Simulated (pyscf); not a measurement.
## Routes from Cl–In (SMILES [Cl][In]) [singlet] + H₂S (SMILES S)

Candidate steps break at most two bonds and form at most two. Each was searched with GFN2-xTB (tblite) first. Optimised with ωB97X-D3(BJ)/def2-SVP in PySCF. MP2 and CC: frozen core, UHF for open shells. ΔMP2 is the change of the MP2 total energy from the triple- to the quadruple-zeta basis. Energies: CCSD(T)/def2-TZVPP + ΔMP2(QZVPP), kcal/mol, from the separated reactants, singlet surface; ΔG‡ with ideal gas, 1 atm, RRHO with modes under 100 cm⁻¹ raised to 100, one conformer, R ln 2 for chiral ones without a mode under 150 cm⁻¹.

```tsv
products	type	ΔE‡	ΔE	ΔG‡ 298 K	ΔG‡ 900 K	ν‡ (cm⁻¹)
HS–In [singlet] + HCl	four-centre exchange	10.0	+15.2	–	–	228i
HS–InH–Cl	insertion	45.6	-1.7	52.6	69.7	1224i
```

A dash marks a saddle under its separated products, whose escape then sets the rate. Row 1: On the reactant side the descent ends in a bound adduct, 8.3 kcal/mol under the separated species and 16.0 kcal/mol under the saddle at ωB97X-D3(BJ)/def2-TZVP. On the product side the descent ends in a bound adduct, 8.9 kcal/mol under the separated species and 1.4 kcal/mol under the saddle at ωB97X-D3(BJ)/def2-TZVP. Row 2: On the reactant side the descent ends in a bound adduct, 8.3 kcal/mol under the separated species and 53.9 kcal/mol under the saddle at ωB97X-D3(BJ)/def2-TZVP. 

Plain bond fissions and candidates not yet searched are not listed, and one of them may be faster. Each barrier is that of the saddle found; lower ones may exist. The CCSD(T) − MP2 part came from Ansatz, without density fitting, on the same reference. The frozen core leaves the outer d or s,p core shells of the metals and heavy elements correlated in the MP2 and CC values, and def2-TZVPP describes them poorly, which can shift differences by a few kcal/mol. Elements past Kr carry the def2 core potentials, without spin-orbit coupling.
